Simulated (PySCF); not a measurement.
Stepwise substitution at one centre (B Cl-Br). Isolated molecules, 0 K electronic values unless said otherwise. Strings in code marks are SMILES.

All values below come from PBE0-D4/def2-TZVP run with PySCF. Excitations are Tamm–Dancoff values on a coarser integration grid. The basis has no diffuse functions, so Rydberg states are missing or too high.

| species | S1 oscillator strength | HOMO–LUMO gap (eV) | T1 excitation (TDA) (eV) | LUMO (eV) |
|---|---|---|---|---|
| 0 of 3 Cl replaced by Br (`ClB(Cl)Cl`) | 0.000 | 7.40 | 5.52 | (withheld) |
| 1 of 3 Cl replaced by Br | (withheld) | 6.83 | 5.07 | -1.83 |
| 2 of 3 Cl replaced by Br | 0.000 | (withheld) | 4.77 | -1.97 |
| 3 of 3 Cl replaced by Br | 0.000 | 6.21 | (withheld) | -2.10 |

### Question
Some entries are withheld; supply them.

### Answer

- 0 of 3 Cl replaced by Br (`ClB(Cl)Cl`), LUMO (eV): -1.69
- 1 of 3 Cl replaced by Br, S1 oscillator strength: 0.000
- 2 of 3 Cl replaced by Br, HOMO–LUMO gap (eV): 6.48
- 3 of 3 Cl replaced by Br, T1 excitation (TDA) (eV): 4.53
